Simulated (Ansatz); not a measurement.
This geometry of BFH2S (5 atoms, charge 0, multiplicity 1) is a first-order saddle point.

Method: RKS B3LYP-D4/def2-SVP (Ansatz 0.2.0).

```xyz
5
Properties=species:S:1:pos:R:3
F -0.719 -0.898 -1.145
B -0.472 -0.288 -0.004
S 0.495 1.299 -0.005
H -0.910 -0.796 0.998
H 1.656 0.609 0.114
```

Problem. Which two structures does it join? (They come from a converged band through this point; their orientation in space is the band's.)

Solution. No bond is made or broken. The dihedral F1–B2–S3–H5 goes from -180 to 0°.

Initial state:

```xyz
5
Properties=species:S:1:pos:R:3
F -1.136 -0.897 -1.071
B -0.419 -0.339 -0.107
S 0.976 0.701 -0.585
H -0.715 -0.541 1.042
H 1.345 1.001 0.680
```

Final state:

```xyz
5
Properties=species:S:1:pos:R:3
F -0.744 -0.603 -1.108
B -0.431 -0.343 0.153
S 0.964 0.714 0.571
H -1.086 -0.819 1.044
H 1.347 0.977 -0.702
```

Problem. How far does it lie above each of them?

Solution. 0.57 eV above the first and 0.59 eV above the second. This is the barrier of this one path; another mechanism may lie lower.

Run time: 2.7 min on 1 CPU thread of a shared host.
